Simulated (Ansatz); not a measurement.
# SiH+ (triplet): wave-function methods side by side at distance Si1–H2 = 2.435 Å, cc-pVQZ

The task here is to estimate one member of a computed series from the others.

Method: cc-pVQZ, core rule «outside noble gas», up to 5 orbitals frozen; program: Ansatz 0.2.0, Gaussian basis.

To be run: UHF; CCSD(T) on ROHF; CCSD(T) on UHF; BCCD(T) on ROHF; CCSDT(Q) on ROHF; CCSDT(Q) on UHF; CASSCF and NEVPT2, 4 electrons in 5 orbitals; Full CI.

17 further runs of the same task are left out: 2 for a known fault of the program, 12 that didn't finish, 3 set aside as unsound or not needed.

## The system

The geometry derives from a PBE0/def2-TZVP stationary point (not a proven minimum). One bond is set to the value named and the two fragments are kept rigid.

2 atoms, charge 1, spin multiplicity 3.

Atoms are counted from 1 here; the program's logs count them from 0.

No contacts short enough for the rule that draws bonds.

The first run:

File in.yaml:

```yaml
crystal:
  periodic: [false, false, false]
  atoms:
    - {symbol: Si, position_ang: [0.000000, 0.000000, 0.000000]}
    - {symbol: H, position_ang: [0.000000, 0.000000, 2.435000]}
basis:
  gaussian: {orbitals: cc-pVQZ}
total_charge: 1
magnetization: {spin_polarized: true, initial_magnetization: 2}
hamiltonian: {xc: hf}
output: {orbitals: {seedname: orbitals}}
```

Launch:

```console
ansatz run in.yaml --threads 1 --pin off --events-out ev --progress --plain --max-ram 2393MiB
```

Among the steps run: UHF; CCSD(T) on ROHF; CCSD(T) on UHF; BCCD(T) on ROHF; CCSDT(Q) on ROHF; CCSDT(Q) on UHF; CASSCF and NEVPT2, 4 electrons in 5 orbitals; Full CI.

One of the session's tables, all rows but one given; the rest of the session is left out.

```
        method  from FCI (meV)
          ROHF         +1944.4
           UHF         +1802.5
          RMP2          +512.1
          UMP2          +519.6
         RCCSD           +62.8
         UCCSD           +57.8
      RCCSD(T)           +14.4
      UCCSD(T)           +14.0
       BCCD(T)               ?
        RCCSDT            +0.4
        UCCSDT            -0.2
     RCCSDT(Q)            -0.1
     UCCSDT(Q)            -0.8
CASSCF valence         +1186.3
NEVPT2 valence          +343.7
           FCI               0
```

Estimate the missing values for BCCD(T).

**Answer.** from FCI (meV): +14.7. In the column «from FCI (meV)» it lies between RCCSD(T) (+14.4) and UCCSD (+57.8).

Limits of these values: Levels on UHF freeze UHF's core orbitals, full CI those of ROHF, so the U rows can settle a little off it for that reason alone. Restricted and unrestricted rows rest on different reference determinants; where their highest levels disagree by more than a few hundredths of an eV, they describe different states and don't form one ladder.
